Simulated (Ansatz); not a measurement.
**CH5B: vertical ionisation energy**

The task here is to estimate one member of a computed series from the others.

Computed with Ansatz 0.2.0, Gaussian basis. Level: unrestricted cation, the program's frozen cores in correlated methods.

The runs, in order: UKS PBE-D4/def2-TZVPP; UKS r2SCAN-D4/def2-TZVPP; UKS PBE0-D4/def2-TZVPP; UKS B3LYP-D4/def2-TZVPP; UKS wB97X-V/def2-TZVPP; UKS wB97M-V/def2-TZVPP; UKS B2PLYP/def2-TZVPP; UHF-CCSD(T)/def2-TZVPP; UHF-CCSD(T)/def2-QZVPP; extrapolation to the limit; then −ε(HOMO) from the neutral's earlier runs with LDA (SPW92), PBE-D4, revPBE-D4, BLYP-D4, r2SCAN-D4, B97M-V, PBE0-D4, B3LYP-D4, r2SCANh-D4, r2SCAN0-D4, HSE06-D4, BHLYP-D4, CAM-B3LYP-D4, LC-ωPBE, ωB97X-V, ωB97M-V.

**The relaxed structure**

The geometry comes from an earlier relaxation with PBE0-D4 in a triple-zeta def2 set; it is a stationary point, not always the lowest conformer.

7 atoms, charge 0, spin multiplicity 1.

Atoms are counted from 1 here; the program's logs count them from 0.

Bond lengths: B1–C2 1.548 Å, B1–H3 1.199 Å, B1–H4 1.199 Å, C2–H5 1.091 Å, C2–H6 1.105 Å, C2–H7 1.091 Å. Angles: C2–B1–H3 120.9°, C2–B1–H4 120.9°, H3–B1–H4 118.1°, B1–C2–H5 115.2°, B1–C2–H6 103.3°, B1–C2–H7 115.2°, H5–C2–H6 105.7°, H5–C2–H7 110.4°, H6–C2–H7 105.7°.

Coordinates:

```mol
CH5B
  3D, bonds by distance, orders not assigned

  7  6  0  0  0  0  0  0  0  0999 V2000
   -0.2443   -0.8502    0.0432 B   0  0
    0.1460    0.6477    0.0095 C   0  0
    0.3036   -1.6129    0.7881 H   0  0
   -1.0550   -1.2927   -0.7209 H   0  0
    0.5638    1.0404    0.9381 H   0  0
    0.9695    0.6799   -0.7267 H   0  0
   -0.6224    1.3196   -0.3770 H   0  0
  1  2  8  0
  1  3  8  0
  1  4  8  0
  2  5  8  0
  2  6  8  0
  2  7  8  0
M  END
```

The first run:

in.yaml

```yaml
crystal:
  periodic: [false, false, false]
  atoms:
    - {symbol: B, position_ang: [-0.244307, -0.850159, 0.043203]}
    - {symbol: C, position_ang: [0.145983, 0.647658, 0.009475]}
    - {symbol: H, position_ang: [0.303606, -1.612897, 0.788144]}
    - {symbol: H, position_ang: [-1.055040, -1.292671, -0.720888]}
    - {symbol: H, position_ang: [0.563848, 1.040392, 0.938142]}
    - {symbol: H, position_ang: [0.969499, 0.679929, -0.726687]}
    - {symbol: H, position_ang: [-0.622389, 1.319647, -0.376987]}
basis:
  gaussian: {orbitals: def2-TZVPP}
total_charge: 1
magnetization: {spin_polarized: true, initial_magnetization: 1}
hamiltonian: {xc: pbe, dispersion: d4}
```

Launch:

```bash
$ ansatz run in.yaml --threads 2 --pin off --events-out ev --progress --plain --max-ram 32768MiB --backend cpu
```

Among the steps run: Cation, UKS PBE-D4/def2-TZVPP; Cation, UKS r2SCAN-D4/def2-TZVPP; Cation, UKS PBE0-D4/def2-TZVPP; Cation, UKS B3LYP-D4/def2-TZVPP; Cation, UKS wB97X-V/def2-TZVPP; Cation, UKS wB97M-V/def2-TZVPP; Cation, UKS B2PLYP (frozen core)/def2-TZVPP; Cation, UHF-CCSD(T)/def2-TZVPP; Cation, UHF-CCSD(T)/def2-QZVPP.

One table of the session follows, with a row left open; its other results are not shown here.

It belongs to the step «Ionisation energies side by side». For comparison, −ε(HOMO) of the neutral from earlier runs:

| functional | −ε(HOMO) (eV) |
| --- | --- |
| LDA (SPW92) | 7.54 |
| PBE-D4 | ? |
| revPBE-D4 | 7.56 |
| BLYP-D4 | 7.54 |
| r2SCAN-D4 | 7.89 |
| B97M-V | 7.96 |
| PBE0-D4 | 8.99 |
| B3LYP-D4 | 8.82 |
| r2SCANh-D4 | 8.41 |
| r2SCAN0-D4 | 9.19 |
| HSE06-D4 | 8.58 |
| BHLYP-D4 | 10.39 |
| CAM-B3LYP-D4 | 10.48 |
| LC-ωPBE | 11.87 |
| ωB97X-V | 11.51 |
| ωB97M-V | 11.33 |

Q: Estimate the row for PBE-D4 from the others.

**Answer.** −ε(HOMO) (eV): 7.57. In the column «−ε(HOMO) (eV)» it lies between revPBE-D4 (7.56) and r2SCAN-D4 (7.89).
